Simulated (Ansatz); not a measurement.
# Several solutions for singlet NO(+)

```xyz
2

N     0.0000    0.0000    0.0000
O     0.0000    0.0000    1.4840
```

Basis set: 6-31G (spherical functions). Charge 1, multiplicity 1.

PBE0 (unrestricted) was run from several starts with Ansatz (development build ahead of 0.2.0).

```csv
run,program,start,converged,energy (hartree),<S²>
A,Ansatz,search for the lowest state,yes,-129.15980,1.03
B,Ansatz,stability test followed,yes,-129.15980,1.03
C,Ansatz,"atomic start, no search",yes,-129.13622,0.00
```

(1) Which runs reached the lowest solution of this kind, and what is wrong with the others?

Answers

(1) A, B reached the lowest solution found. Converged but too high: C by 0.64 eV. Convergence only shows a stationary point, and even a stable one can lie too high; stability tests and further starts are what find lower ones. Caution: the unrestricted determinant is a mixture of spin states.
